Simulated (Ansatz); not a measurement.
We consider fcc Pd, described by HSE06 in Ansatz (PAW).

Numerical settings: plane-wave cutoff 500 eV, 12×12×12 k mesh, Fermi–Dirac smearing 0.1 eV, scalar-relativistic PAW data made under PBE.

Computed at the level's own relaxed cell.

Question: Predict the equilibrium volume per atom and lattice constant a.

Answer: 
* **equilibrium volume per atom**: 14.90 Å³/atom
* **lattice constant a**: 3.906 Å

Measured, for comparison: equilibrium volume per atom 14.56 Å³/atom, lattice constant a 3.876 Å (static lattice: zero-point anharmonic expansion removed; as tabulated in Mejia-Rodriguez and Trickey (2018), arXiv:1807.09216). Computed (rounded) less measured: equilibrium volume per atom +2.3 %, lattice constant a +0.8 %.

Note: exact exchange on metals is sensitive to the k mesh and can open a false gap; the run warned that the count of filled bands differs between k points.

Computed values are for the static lattice.

The result took around 5 core-minutes (rough).

Ansatz is a program for electronic structure.
